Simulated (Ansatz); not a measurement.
C3H4FN can be A, `N=C1CC1F`, or B, `CC1(F)C=N1`.

Calculated with Ansatz (gas phase, PBE0-D4/def2-TZVP geometries, no zero-point term in ΔE). CBS: MP2 limit from def2 TZ/QZ plus the TZ coupled-cluster correction, frozen cores. Functionals use def2-TZVPP. B3LYP here is the variant with VWN-RPA as its local correlation; programs differ in this. Each species was taken in one conformer, which may not be the lowest.

Problem. Which isomer does CCSD(T)/CBS put lower? Give the gap. (Estimate.)

Solution. Ansatz gave: B, by 38.2 kJ/mol.

Problem. Give E(B) − E(A) in kJ/mol with PBE-D4, ωB97M-V, B3LYP, r2SCAN-D4, HF/def2-TZVPP, PBE0-D4, CCSD(T)/def2-TZVPP. (An estimate is asked.)

Solution. Computed: PBE-D4 -23.9, ωB97M-V -33.6, B3LYP -25.5, r2SCAN-D4 -29.7, HF/def2-TZVPP -34.4, PBE0-D4 -26.3, CCSD(T)/def2-TZVPP -37.0. None reverses the order clearly.

Problem. Does the order hold for the free energy at 298.15 K (harmonic terms from PBE0-D4)? (Estimate.)

Solution. Ansatz gave: Yes: G(B) − G(A) = -40.3 kJ/mol, for one conformer each.

Largest T1 diagnostic: 0.012.

From BLYP to BHLYP (50 % exact exchange), in def2-TZVPP and without D4, E(B) − E(A) moves by −4.2 kJ/mol. Leaving LDA and LC-ωPBE aside and taking each functional with its dispersion term where it has one, the values, not all of them listed here, spread over 10.8 kJ/mol, from ωB97X-V to PBE-D4. LDA lies +4.3 kJ/mol from PBE without D4.
